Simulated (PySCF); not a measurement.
Species: C₄H₇O (doublet state).
Atom-mapped SMILES: `[CH2:1]=[CH:2][O:3][CH:4][CH3:5]` (hydrogens: H6, H7 on C1; H8 on C2; H9 on C4; H10, H11, H12 on C5)

Geometry (GFN2-xTB, Å), atoms numbered from 1 in this order:
```xyz
12
C4H7O angstrom
C      2.2146    0.1260   -0.3960
C      1.4583   -0.4669    0.5339
O      0.1230   -0.4612    0.6689
C     -0.7057    0.1917   -0.1657
C     -2.1571    0.0747    0.0958
H      3.2812    0.0217   -0.3591
H      1.8138    0.7172   -1.1981
H      1.9011   -1.0535    1.3282
H     -0.3219    0.7160   -1.0215
H     -2.6646   -0.4868   -0.6952
H     -2.6278    1.0593    0.1417
H     -2.3138   -0.4386    1.0410
```

The hyperfine couplings belong to this conformer and change with its torsions.

Computed, not measured: UKS B3LYP, pcH-1 on C H O, non-relativistic, mean-field spin-orbit, GIAO in PySCF 2.14.0. Geometry: GFN2-xTB, one conformer, isolated molecule. The geometry wasn't refined by DFT: couplings that depend on bond lengths, twists or pyramidal angles can differ widely from those at the functional's own minimum. The SCF solution wasn't tested for stability.

The largest Mulliken spin populations are on C4 (+0.91), C1 (+0.13) and C5 (-0.08). C4 is the only atom above +0.15. The positive populations add up to 1.17 and the negative ones to -0.17, together 2S = 1. The angles at C4 add up to 359.9°, so it is planar; its axial dipolar tensor and the negative coupling of its proton fit spin in a p orbital normal to that plane.

(1) Test a(H) = Q·ρ(C) for the protons on planar carbons with a spin population beyond ±0.08.

(2) How do the β-proton couplings of this frozen conformer go with θ, the angle between the C–H bond and the normal to the plane of the spin centre's three neighbours, both seen down the bond from centre to carbon?

(3) What would the freely rotating methyl group on C5 show?

Answers

(1) 
```tsv
H	C	ρ(C)	a(H) (G)	a/ρ (G)
H6	C1	+0.134	-2.76	-20.6
H7	C1	+0.134	-2.87	-21.4
H9	C4	+0.910	-22.59	-24.8
```

A least-squares line through the origin gives Q = -24.7 G with Mulliken populations. In McConnell's picture π spin on carbon polarises the C–H bond and leaves opposite spin at the proton, which makes Q negative, as found here.

(2) 
| β H | on | centre | θ (°) | cos²θ | a (G) |
| --- | --- | --- | --- | --- | --- |
| H10 | C5 | C4 | 24 | 0.83 | +40.22 |
| H11 | C5 | C4 | 36 | 0.65 | +30.30 |
| H12 | C5 | C4 | 84 | 0.01 | +1.47 |

Fitting the Heller–McConnell form a = ρ(B0 + B2 cos²θ), with Mulliken ρ = 0.91, gives B0 = 0.9 G and B2 = 51.4 G, with a largest miss of 0.8 G. By this fit the coupling would be 47.5 G at θ = 0° and 0.8 G at 90°.

(3) Three equal couplings, a 1:3:3:1 quartet. The mean of the three values of this geometry estimates the splitting: 24.0 G, or 67.3 MHz (three bonds 120° apart have a mean cos²θ of 1/2 at any torsion).

Couplings in gauss use g_iso = 2.0029.
